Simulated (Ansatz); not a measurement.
Start from `CC(F)(F)F` and change one atom or group to get `CC(F)(F)CCl`.

Ansatz, PBE0-D4/def2-TZVP geometries, multiplicity 1. Each molecule was computed in one conformer, which needn't be the lowest.

```tsv
property	`CC(F)(F)F`
size of the dipole moment (ωB97M-V/def2-TZVPP) / D	2.28
HOMO energy (PBE/def2-TZVPP) / eV	-9.10
HOMO energy (B3LYP/def2-TZVPP) / eV	-10.69
LUMO energy (PBE/def2-TZVPP) / eV	0.65
LUMO energy (PBE0/def2-TZVPP) / eV	1.44
size of the dipole moment (B3LYP/def2-TZVPP) / D	2.29
```

**Question.** What does the change do to each property? (Best estimate.)

**Answer.** Ansatz gave: 
```tsv
property	`CC(F)(F)CCl`	shift
size of the dipole moment (ωB97M-V/def2-TZVPP) / D	1.68	-0.60
HOMO energy (PBE/def2-TZVPP) / eV	-7.34	1.76
HOMO energy (B3LYP/def2-TZVPP) / eV	-8.56	2.13
LUMO energy (PBE/def2-TZVPP) / eV	-0.56	-1.21
LUMO energy (PBE0/def2-TZVPP) / eV	0.60	-0.84
size of the dipole moment (B3LYP/def2-TZVPP) / D	1.68	-0.61
```

With PBE0 the HOMO rises by 2.11 eV and the LUMO falls by 0.84 eV, so the gap narrows by about 2.95 eV. PBE moves the HOMO by 1.76 eV and ωB97M-V by 2.21 eV. Dipoles are sizes alone; their direction can turn.

B3LYP here is the variant with VWN-RPA as its local correlation; programs differ in this.
